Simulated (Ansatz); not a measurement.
Geometry optimisation, UKS PBE0-D4/6-31G* (Ansatz).

Input file:

```yaml
crystal:
  periodic: [false, false, false]
  atoms:
    - { symbol: Al, position_ang: [0.019292, 0.03256, -0.366273] }
    - { symbol: Cl, position_ang: [-0.002327, 0.001058, 3.058938] }
    - { symbol: H, position_ang: [1.394684, 0.015681, -1.194505] }
    - { symbol: H, position_ang: [-1.379996, -0.013613, -1.155124] }
    - { symbol: O, position_ang: [0.014462, -0.045176, 4.710663] }
    - { symbol: H, position_ang: [-0.560514, -0.79161, 4.943402] }
magnetization:
  spin_polarized: true
  initial_magnetization: 1
basis:
  gaussian: { orbitals: "6-31G*" }
hamiltonian:
  xc: pbe0
  dispersion: d4
relax:
  f_tol: 0.03
  max_steps: 50
output:
  orbitals: {}
```

Launched with:

```bash
$ ansatz run input.yaml --threads 1 --pin off --max-ram 2048MiB --backend cpu --events-out ev --progress --plain --runs-dir out
```

Problem. Where does it end, and by what steps?

Solution. It converged. After 40 steps the energy has fallen by 4.724 eV; Cl2 moved furthest, 2.58 Å. Parted: Cl2–O5 (1.65 → 3.34 Å). Joined: Al1–Cl2 (3.43 → 2.10 Å), Al1–O5 (5.08 → 1.70 Å).

```tsv
step	energy less start (eV)	largest force component (eV/Å)	accepted
0	0.0000	2.023	yes
2	-0.3216	3.197	yes
4	-1.1691	4.879	yes
6	-2.3643	2.025	yes
8	-2.6545	0.271	yes
10	-2.6720	0.456	yes
12	-2.6918	0.051	yes
14	-2.7002	0.095	yes
16	-2.7051	0.132	yes
18	-2.7178	0.281	yes
20	-2.7414	0.679	yes
22	-2.7591	1.496	yes
24	-2.8805	0.400	yes
26	-3.0460	0.498	yes
28	-3.4685	0.755	yes
30	-4.1522	1.791	yes
32	-4.3712	0.917	yes
34	-4.5737	0.573	yes
36	-4.7021	0.322	yes
38	-4.7167	0.285	yes
40	-4.7242	0.010	yes
```

```xyz
6
Properties=species:S:1:pos:R:3
Al -0.085 -0.008 1.463
Cl -0.224 2.089 1.568
H 0.897 -0.587 0.219
H -0.890 -0.696 0.148
O -0.078 -0.984 2.857
H -0.134 -0.615 3.743
```

Whether the end is a true minimum wasn't checked by a vibrational analysis.

Time of the run: 120 s on 1 thread of Intel(R) Xeon(R) 6975P-C (Granite Rapids), on a shared host, peak memory 0.18 GiB.
